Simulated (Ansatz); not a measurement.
**Worked example: correlation energy of HAlGa, doublet**

Geometry: that of the HAlGa, quartet, kept fixed.

| atom | x (Å) | y (Å) | z (Å) |
| --- | --- | --- | --- |
| Al | 0.0000 | 0.0000 | 0.2539 |
| Ga | 0.0000 | 0.0000 | -2.0897 |
| H | 0.0000 | 0.0000 | 1.8358 |

Basis 6-31G (Cartesian d functions); Ansatz 0.2.0. Only valence electrons are correlated (noble-gas cores and the filled d shells of p-block atoms frozen), which leaves 7 electrons in 25 orbitals. R marks a restricted (for open shells ROHF) determinant. No spin–orbit coupling is included, and no scalar relativity.

Full CI is exact within this basis and frozen core; it isn't the basis-set limit.

Runs differ by some tens of microhartree through their thresholds and, for an open shell, their frozen cores, so steps under 0.03 kcal/mol mean nothing.

```
    level  total energy (hartree)
      RHF            -2165.317405
     RMP2            -2165.371402
    RCCSD            -2165.396287
 RCCSD(T)            -2165.398080
   RCCSDT            -2165.398884
RCCSDT(Q)            -2165.399004
  full CI            -2165.399050
```

Q: What is the correlation energy at full CI, and what share of it do RMP2 and RCCSDT recover?

A: E(corr) = -2165.399050 − (-2165.317405) = -0.081645 hartree = -2.222 eV. RMP2: -0.053997 / -0.081645 = 66.14 %. RCCSDT: -0.081479 / -0.081645 = 99.80 %.

Q: By how many kcal/mol does RCCSD(T) miss full CI (1 hartree = 627.509 kcal/mol), and which steps make up the rest?

A: -2165.398080 − (-2165.399050) = 0.000970 hartree = 0.61 kcal/mol. Steps: RCCSDT − RCCSD(T) = -0.50, RCCSDT(Q) − RCCSDT = -0.08, full CI − RCCSDT(Q) = -0.03 kcal/mol. That is within 1 kcal/mol of the reference in this basis, which itself misses far more of the correlation at the basis-set limit.
